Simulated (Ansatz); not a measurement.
# Graphite under PBE: how the Methfessel-Paxton smearing moves the result

Aim: find which Methfessel-Paxton smearing width is enough for energy and pressure. The geometry was relaxed under PBE beforehand and stays fixed; 7 values are run, from 0.01 to 1.0 eV. Wanted are the values from which on the energy stays within 10 and 1 meV/atom, and the pressure within 0.5 GPa, of the narrowest run. Within the series other settings stay, but some runs also write fields, which adds to their time. Spin polarisation is left out.

Method: DFT PBE, plane waves with PAW, scalar-relativistic, in Ansatz 0.2.0.

1 further run of the same task is left out (set aside as unsound or not needed).

## Step 1: The structure to begin with

The structure is hexagonal, space group P6_3/mmc (No. 194). The conventional cell has a = 2.467 Å, b = 2.467 Å, c = 8.527 Å, α = 90.00°, β = 90.00°, γ = 120.00°. C (site symmetry -6m2) is surrounded by 3 C at 1.42 Å.

As a file:

```cif
data_structure
_symmetry_space_group_name_H-M 'P 1'
_symmetry_Int_Tables_number 1
_cell_length_a 2.4666
_cell_length_b 2.4666
_cell_length_c 8.5267
_cell_angle_alpha 90.000
_cell_angle_beta 90.000
_cell_angle_gamma 120.000
_cell_volume 44.93
loop_
_atom_site_label
_atom_site_type_symbol
_atom_site_fract_x
_atom_site_fract_y
_atom_site_fract_z
_atom_site_occupancy
C1 C 0.00000 0.00000 0.25000 1
C2 C 0.00000 0.00000 0.75000 1
C3 C 0.33333 0.66667 0.25000 1
C4 C 0.66667 0.33333 0.75000 1
```

## Step 2: Width 0.01 eV

The run at 0.01 eV.

Contents of input.yaml:

```yaml
crystal:
  lattice:
    - [2.4665665061, 0.0, 0.0]
    - [-1.2332832531, 2.1361092544, 0.0]
    - [0.0, 0.0, 8.5267424969]
  atoms:
    - { symbol: C, position: [1.0, 1.0, 0.25] }
    - { symbol: C, position: [0.0, 0.0, 0.75] }
    - { symbol: C, position: [0.3333333333, 0.6666666667, 0.25] }
    - { symbol: C, position: [0.6666666667, 0.3333333333, 0.75] }
hamiltonian:
  xc: pbe
  pseudopotentials:
    kind: paw
    azcp:
      C: "pseudopotentials/C.paw.azcp"
basis:
  ecutwfc: 420
  fft_grid_basis: typed
kpoints:
  mp_grid: { grid: [15, 15, 4], shift: [0, 0, 0] }
magnetization:
  spin_polarized: false
scf:
  occupations: { method: methfessel_paxton, width: 0.01 }
  lower_state_search: "off"
output:
  stress: true
```

The run is started by

```bash
ansatz run input.yaml --threads 1 --pin off --max-ram 3584MiB --backend cpu --events-out ev --progress --plain --runs-dir out
```

## Step 3: Width 0.03 eV

The run at 0.03 eV.

Edit input.yaml of step 2 so:

```diff
@@ -24,3 +24,3 @@
 scf:
-  occupations: { method: methfessel_paxton, width: 0.01 }
+  occupations: { method: methfessel_paxton, width: 0.03 }
   lower_state_search: "off"
```

## Step 4: Width 0.1 eV

The run at 0.1 eV.

Edit input.yaml of step 3 so:

```diff
@@ -24,3 +24,3 @@
 scf:
-  occupations: { method: methfessel_paxton, width: 0.03 }
+  occupations: { method: methfessel_paxton, width: 0.1 }
   lower_state_search: "off"
```

## Step 5: Width 0.2 eV

The run at 0.2 eV.

Edit input.yaml of step 4 so:

```diff
@@ -24,3 +24,3 @@
 scf:
-  occupations: { method: methfessel_paxton, width: 0.1 }
+  occupations: { method: methfessel_paxton, width: 0.2 }
   lower_state_search: "off"
```

## Step 6: Width 0.3 eV

The run at 0.3 eV.

Edit input.yaml of step 5 so:

```diff
@@ -24,3 +24,3 @@
 scf:
-  occupations: { method: methfessel_paxton, width: 0.2 }
+  occupations: { method: methfessel_paxton, width: 0.3 }
   lower_state_search: "off"
```

## Step 7: Width 0.6 eV

The run at 0.6 eV.

Edit input.yaml of step 6 so:

```diff
@@ -24,3 +24,3 @@
 scf:
-  occupations: { method: methfessel_paxton, width: 0.3 }
+  occupations: { method: methfessel_paxton, width: 0.6 }
   lower_state_search: "off"
@@ -28 +28,5 @@
   stress: true
+  write_density: true
+  write_potential: true
+  elf: true
+  volumetric_format: npy
```

## Step 8: Width 1.0 eV

The run at 1.0 eV.

Edit input.yaml of step 7 so:

```diff
@@ -24,3 +24,3 @@
 scf:
-  occupations: { method: methfessel_paxton, width: 0.6 }
+  occupations: { method: methfessel_paxton, width: 1.0 }
   lower_state_search: "off"
```

(Steps that only read results are left out.)

Q: Predict the outcome of this session.

**Answer**, as computed:

```
                                    quantity         value
E(σ → 0) stays within 10 meV/atom of 0.01 eV  up to 1.0 eV
            E(σ → 0) stays within 1 meV/atom  up to 0.3 eV
               pressure stays within 0.5 GPa  up to 1.0 eV
                         pressure at 0.01 eV      0.00 GPa
```

What this shows: At 1.0 eV the energy differs by -1.3 meV/atom and the pressure by -0.1 GPa. The free energy F moves by +2.2 meV/atom over the range, and the estimate for σ → 0 by -1.3. This scheme cancels the term in the square of the width, so F moves little up to 0.2 eV. The mesh (15×15×4) is fixed, so the narrowest widths carry a k-point error of their own. The cell taken over is 27 % larger than the measured one (8.82 Å³/atom, COD); without dispersion its layers, chains or molecules have drifted apart, so it no longer stands for the bulk solid.
